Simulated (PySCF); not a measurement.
# C4H4FN: NMR shifts at several levels of theory, part 1 of 2

Aim: compute the NMR shifts of C4H4FN (`C/C=C(/F)C#N`) at several levels, and see how far they spread and what each costs.

The runs use PySCF 2.14.0, with density-fitted response routines of our own; the level of theory stands in each step. All values are computed, except where a source is named. Atoms count from 0, in the outputs and in this text.

### 1 Starting geometry

10 atoms, charge 0, multiplicity 1; geometry from: GFN2-xTB.

Bonds of the start (Å): C0–C1 1.48, C1–C2 1.33, C2–F3 1.35, C2–C4 1.42, C4–N5 1.15, C0–H6 1.09, C0–H7 1.09, C0–H8 1.09, C1–H9 1.08.

### 2 Geometry optimisation at PBE0-D3(BJ)/def2-SVP

Job settings and geometry (Å):

```
{"job": {"xc": "PBE0", "basis": "def2-SVP", "d3": "d3bj", "grid": 1, "kind": "geom"}, "charge": 0, "multiplicity": 1}
C     -1.317639    -0.087001     0.006956
C     -0.013076    -0.773848    -0.163862
C      1.171645    -0.171754    -0.062514
F      2.315312    -0.874431    -0.232899
C      1.358838     1.203772     0.220900
N      1.498648     2.317442     0.450745
H     -1.911910    -0.193093    -0.900408
H     -1.185965     0.969524     0.226096
H     -1.877223    -0.553675     0.817418
H     -0.029747    -1.832283    -0.384961
```

The run is started by

```console
> OMP_NUM_THREADS=1 python probes_run.py task.json out
```

This one command runs all jobs of the session in turn.

Output:

```text
step   0  E = -308.80688115  max force = 0.033597
step   1  E = -308.80800675  max force = 0.004997
step   2  E = -308.80828376  max force = 0.004497
step   3  E = -308.80840522  max force = 0.001163
step   4  E = -308.80839669  max force = 0.001538
step   5  E = -308.80841456  max force = 0.000644
step   6  E = -308.80842155  max force = 0.000159
optimisation converged
```

Run time: 19 s. Hardware: 1 thread, shared host.

Relaxation path:

```csv
step,energy from step 0 (eV),largest force component (eV/Å)
0,0.0000,1.7276
1,-0.0306,0.2570
2,-0.0382,0.2312
3,-0.0415,0.0598
4,-0.0412,0.0791
5,-0.0417,0.0331
6,-0.0419,0.0082
```

Distances of close pairs at the start and the end, largest changes first:

```csv
bond,before (Å),after (Å),change (Å)
C2–F3,1.353,1.332,-0.021
C2–C4,1.417,1.433,+0.017
C1–H9,1.081,1.095,+0.014
C4–N5,1.146,1.159,+0.013
C0–H6,1.090,1.102,+0.012
C0–H8,1.090,1.102,+0.012
C0–H7,1.087,1.099,+0.012
C1–C2,1.333,1.337,+0.004
```

The next job starts from the end point, and lists it.

| at the end point | value |
| --- | --- |
| point group (found at 0.08 Å tolerance) | Cs |
| rotational constants (GHz, main isotopes) | 4.447, 3.383, 1.945 |
| dipole moment (D) | 3.71 |

### 3 NMR shieldings: HF/pcSseg-2

Job settings and geometry (Å):

```
{"job": {"kind": "nmr", "xc": "HF", "basis": "pcSseg-2", "pop": false}, "charge": 0, "multiplicity": 1}
C     -1.220088    -0.108884     0.232675
C      0.060891    -0.754455    -0.157146
C      1.249739    -0.144691    -0.211631
F      2.356919    -0.792813    -0.570849
C      1.461150     1.238042     0.101418
N      1.620840     2.357909     0.354113
H     -1.945943    -0.160397    -0.595096
H     -1.087274     0.945954     0.510392
H     -1.674459    -0.638627     1.085269
H      0.058581    -1.815443    -0.428255
```

Level: GIAO HF/pcSseg-2 NMR shielding, non-relativistic, gas phase.

Output:

```text
final grid: 88920 points
cycle   1  E = -307.6071894429  dE =  1.198e+00  |g| = 7.477e-01  |ddm| = 2.429e+00
cycle   2  E = -307.6796384139  dE = -7.245e-02  |g| = 6.086e-01  |ddm| = 7.576e-01
cycle   3  E = -307.7518508295  dE = -7.221e-02  |g| = 1.008e-01  |ddm| = 4.036e-01
cycle   4  E = -307.7548347633  dE = -2.984e-03  |g| = 3.991e-02  |ddm| = 1.081e-01
cycle   5  E = -307.7552367662  dE = -4.020e-04  |g| = 9.555e-03  |ddm| = 4.306e-02
cycle   6  E = -307.7552656663  dE = -2.890e-05  |g| = 3.545e-03  |ddm| = 1.173e-02
cycle   7  E = -307.7552713223  dE = -5.656e-06  |g| = 1.007e-03  |ddm| = 6.960e-03
cycle   8  E = -307.7552719643  dE = -6.420e-07  |g| = 4.298e-04  |ddm| = 1.629e-03
cycle   9  E = -307.7552721328  dE = -1.685e-07  |g| = 1.984e-04  |ddm| = 7.269e-04
cycle  10  E = -307.7552721896  dE = -5.683e-08  |g| = 1.147e-04  |ddm| = 3.892e-04
cycle  11  E = -307.7552722081  dE = -1.848e-08  |g| = 4.043e-05  |ddm| = 2.668e-04
cycle  12  E = -307.7552722103  dE = -2.253e-09  |g| = 1.748e-05  |ddm| = 8.326e-05
cycle  13  E = -307.7552722106  dE = -2.561e-10  |g| = 7.213e-06  |ddm| = 3.053e-05
converged SCF energy = -307.7552722106

GIAO shielding tensors (ppm)
atom      isotropic    diamagn.    paramagn.     s11        s22        s33       span
  0 C      178.684     236.352     -57.668    169.139    178.368    188.545     19.406
  1 C       54.132     256.190    -202.058    -71.131     67.446    166.082    237.213
  2 C       50.532     249.284    -198.752    -61.151     97.540    115.208    176.359
  3 F      358.368     465.530    -107.162    331.777    366.417    376.910     45.132
  4 C       75.290     265.890    -190.600    -46.592    -43.782    316.244    362.835
  5 N      -75.004     331.897    -406.901   -242.254   -188.733    205.975    448.229
  6 H       29.868      28.917       0.952     25.838     26.950     36.817     10.979
  7 H       29.320      31.120      -1.800     24.731     29.426     33.803      9.072
  8 H       29.884      28.789       1.095     25.840     26.973     36.838     10.998
  9 H       25.186      31.061      -5.874     23.464     23.614     28.481      5.017
```

Run time: 14 s. Hardware: 1 thread, shared host.

The references, computed at this level on geometries of the same kind, shield at (ppm): 1H TMS 31.68, 13C TMS 191.5, 19F CFCl3 245.3, 15N NH3 260.7. Their shielding less the atom's gives the shift. The references are single molecules in the gas phase, so shifts against H2O, NH3, PH3, H3PO4 or CFCl3 are not on the usual liquid scales and can be off by tens of ppm. Atoms listed in one row are averaged.

```csv
atoms,environment,σ (ppm),δ (ppm)
C2,fully substituted alkene carbon,50.5,140.9
C1,alkene CH,54.1,137.3
C4,nitrile carbon,75.3,116.2
C0,allylic methyl carbon,178.7,12.8
H9,hydrogen on an alkene CH,25.19,6.50
"H6, H7, H8",hydrogen on an allylic methyl carbon,29.69,1.99
F3,vinylic fluorine,358.4,-113.1
N5,nitrile nitrogen,-75.0,335.8
```

### 4 Nuclear shieldings: LDA/pcSseg-2

Same as in step 3 but for these lines:

```diff
@@ -1,2 +1,2 @@
-{"job": {"kind": "nmr", "xc": "HF", "basis": "pcSseg-2", "pop": false}, "charge": 0, "multiplicity": 1}
+{"job": {"kind": "nmr", "xc": "LDA", "basis": "pcSseg-2", "pop": false}, "charge": 0, "multiplicity": 1}
 C     -1.220088    -0.108884     0.232675
```

Level: GIAO LDA/pcSseg-2 NMR shielding, non-relativistic, gas phase.

Output:

```text
coarse grid: 8976 points
cycle   1  E = -306.9153194028  dE =  6.450e-01  |g| = 6.563e-01  |ddm| = 2.755e+00
cycle   2  E = -306.5430233462  dE =  3.723e-01  |g| = 1.462e+00  |ddm| = 1.476e+00
cycle   3  E = -306.9583803759  dE = -4.154e-01  |g| = 4.564e-01  |ddm| = 1.116e+00
cycle   4  E = -307.0014254918  dE = -4.305e-02  |g| = 1.190e-01  |ddm| = 3.149e-01
cycle   5  E = -307.0035831308  dE = -2.158e-03  |g| = 6.426e-02  |ddm| = 1.267e-01
cycle   6  E = -307.0046611982  dE = -1.078e-03  |g| = 2.151e-02  |ddm| = 5.805e-02
cycle   7  E = -307.0047451653  dE = -8.397e-05  |g| = 6.341e-03  |ddm| = 1.580e-02
cycle   8  E = -307.0047532991  dE = -8.134e-06  |g| = 1.389e-03  |ddm| = 4.301e-03
final grid: 88920 points
cycle   9  E = -307.0049617449  dE = -7.314e-05  |g| = 5.686e-03  |ddm| = 4.631e-02
cycle  10  E = -307.0049394543  dE =  2.229e-05  |g| = 1.178e-02  |ddm| = 1.021e-02
cycle  11  E = -307.0049652561  dE = -2.580e-05  |g| = 3.832e-03  |ddm| = 8.329e-03
cycle  12  E = -307.0049683741  dE = -3.118e-06  |g| = 7.412e-04  |ddm| = 2.265e-03
cycle  13  E = -307.0049684598  dE = -8.567e-08  |g| = 3.711e-04  |ddm| = 6.757e-04
cycle  14  E = -307.0049684874  dE = -2.767e-08  |g| = 1.074e-04  |ddm| = 2.746e-04
cycle  15  E = -307.0049684903  dE = -2.841e-09  |g| = 2.875e-05  |ddm| = 9.000e-05
cycle  16  E = -307.0049684905  dE = -2.235e-10  |g| = 6.331e-06  |ddm| = 2.418e-05
converged SCF energy = -307.0049684905

GIAO shielding tensors (ppm)
atom      isotropic    diamagn.    paramagn.     s11        s22        s33       span
  0 C      165.984     240.580     -74.597    150.814    167.353    179.784     28.971
  1 C       43.018     257.185    -214.167    -69.353     47.645    150.761    220.114
  2 C       30.740     248.137    -217.397    -56.779     64.396     84.603    141.381
  3 F      277.211     465.028    -187.817    223.692    274.682    333.259    109.567
  4 C       57.047     263.213    -206.165    -55.417    -54.032    280.591    336.008
  5 N      -79.216     334.141    -413.357   -247.196   -199.465    209.012    456.208
  6 H       28.913      28.572       0.340     24.980     26.330     35.429     10.449
  7 H       28.538      30.253      -1.715     24.651     28.619     32.345      7.694
  8 H       28.925      28.524       0.401     24.984     26.370     35.420     10.437
  9 H       24.456      30.911      -6.455     22.690     23.284     27.394      4.704
```

It took 29 s on 1 thread, shared host.

Key values: δ C2 149.5, C1 137.3, C4 123.2, C0 14.3, H9 6.31, H6 1.98 ppm (means over like atoms).

### 5 NMR shieldings: PBE/pcSseg-2

Same as in step 4 but for these lines:

```diff
@@ -1,2 +1,2 @@
-{"job": {"kind": "nmr", "xc": "LDA", "basis": "pcSseg-2", "pop": false}, "charge": 0, "multiplicity": 1}
+{"job": {"kind": "nmr", "xc": "PBE", "basis": "pcSseg-2", "pop": false}, "charge": 0, "multiplicity": 1}
 C     -1.220088    -0.108884     0.232675
```

Level: GIAO PBE/pcSseg-2 NMR shielding, non-relativistic, gas phase.

Output:

```text
coarse grid: 8976 points
cycle   1  E = -309.0539123116  dE =  6.650e-01  |g| = 6.618e-01  |ddm| = 2.365e+00
cycle   2  E = -308.6645376720  dE =  3.894e-01  |g| = 1.494e+00  |ddm| = 1.476e+00
cycle   3  E = -309.0981120111  dE = -4.336e-01  |g| = 4.496e-01  |ddm| = 1.105e+00
cycle   4  E = -309.1404356240  dE = -4.232e-02  |g| = 1.135e-01  |ddm| = 3.184e-01
cycle   5  E = -309.1423939801  dE = -1.958e-03  |g| = 6.068e-02  |ddm| = 1.207e-01
cycle   6  E = -309.1433458354  dE = -9.519e-04  |g| = 2.163e-02  |ddm| = 5.729e-02
cycle   7  E = -309.1434353358  dE = -8.950e-05  |g| = 5.829e-03  |ddm| = 1.594e-02
cycle   8  E = -309.1434423261  dE = -6.990e-06  |g| = 1.225e-03  |ddm| = 4.072e-03
final grid: 88920 points
cycle   9  E = -309.1506834787  dE = -1.076e-04  |g| = 1.155e-02  |ddm| = 5.455e-02
cycle  10  E = -309.1506162259  dE =  6.725e-05  |g| = 2.165e-02  |ddm| = 2.160e-02
cycle  11  E = -309.1507055499  dE = -8.932e-05  |g| = 5.915e-03  |ddm| = 1.523e-02
cycle  12  E = -309.1507129226  dE = -7.373e-06  |g| = 1.772e-03  |ddm| = 4.386e-03
cycle  13  E = -309.1507134737  dE = -5.511e-07  |g| = 5.714e-04  |ddm| = 1.341e-03
cycle  14  E = -309.1507135302  dE = -5.647e-08  |g| = 2.494e-04  |ddm| = 4.737e-04
cycle  15  E = -309.1507135460  dE = -1.583e-08  |g| = 5.616e-05  |ddm| = 1.872e-04
cycle  16  E = -309.1507135468  dE = -7.905e-10  |g| = 1.516e-05  |ddm| = 5.687e-05
converged SCF energy = -309.1507135468

GIAO shielding tensors (ppm)
atom      isotropic    diamagn.    paramagn.     s11        s22        s33       span
  0 C      164.116     241.076     -76.960    149.902    164.719    177.726     27.824
  1 C       47.524     257.301    -209.777    -60.274     53.320    149.525    209.799
  2 C       34.270     250.213    -215.942    -50.891     68.255     85.447    136.338
  3 F      276.709     465.371    -188.661    221.025    281.134    327.970    106.945
  4 C       61.083     262.107    -201.024    -49.719    -48.214    281.182    330.900
  5 N      -67.960     334.595    -402.555   -230.516   -186.713    213.350    443.866
  6 H       29.313      28.996       0.317     25.507     26.840     35.592     10.085
  7 H       28.934      31.297      -2.363     25.140     29.101     32.562      7.422
  8 H       29.327      28.876       0.451     25.514     26.880     35.588     10.074
  9 H       25.000      31.157      -6.157     23.238     23.871     27.892      4.655
```

Wall time 35 s (1 thread, shared host).

Key values: δ C2 145.1, C1 131.9, C4 118.3, C0 15.3, H9 6.18, H6 1.99 ppm (means over like atoms).

(Continued in part 2 of 2.)
